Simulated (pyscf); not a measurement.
Routes from Cl–Zn–Cl (SMILES [Cl][Zn][Cl]) + HCl (SMILES Cl)

Candidate steps break at most two bonds and form at most two. Each was searched with GFN2-xTB (tblite) first. PySCF, gas phase, ωB97X-D3(BJ)/def2-SVP geometries. Energies: ωB97M-D3(BJ)/def2-TZVP, kcal/mol, from the separated reactants, singlet surface; ΔG‡ with ideal gas, 1 atm, RRHO with modes under 100 cm⁻¹ raised to 100, one conformer, R ln 2 for chiral ones without a mode under 150 cm⁻¹.

```json
[
 {"products": "HCl + Cl–Zn–Cl", "type": "four-centre exchange", "ΔE‡": "3.6", "ΔE": "0.0", "ΔG‡ 298 K": "10.7", "ΔG‡ 900 K": "29.2", "ν‡ (cm⁻¹)": "645i"},
 {"products": "Cl–Cl + Cl–ZnH", "type": "four-centre exchange", "ΔE‡": "116.9", "ΔE": "+67.9", "ΔG‡ 298 K": "122.7", "ΔG‡ 900 K": "138.9", "ν‡ (cm⁻¹)": "1471i"}
]
```

Row 1: On the reactant side the descent ends in an adduct with a Cl–Zn contact, 7.8 kcal/mol under the separated species and 8.8 kcal/mol under the saddle at ωB97X-D3(BJ)/def2-TZVP. On the product side the descent ends in an adduct with a Cl–Zn contact, 7.8 kcal/mol under the separated species and 8.8 kcal/mol under the saddle at ωB97X-D3(BJ)/def2-TZVP. Row 2: On the reactant side the descent ends in an adduct with a Cl–Zn contact, 7.8 kcal/mol under the separated species and 126.4 kcal/mol under the saddle at ωB97X-D3(BJ)/def2-TZVP. On the product side the descent ends in a complex, 4.1 kcal/mol under the separated species and 52.4 kcal/mol under the saddle at ωB97X-D3(BJ)/def2-TZVP. 

Plain bond fissions and candidates not yet searched are not listed, and one of them may be faster. Each barrier is that of the saddle found; lower ones may exist. A restricted solution here is unstable towards spin polarisation, so biradical character is likely and single-reference numbers are less safe. Elements up to Kr have no core potential and no relativistic terms here.
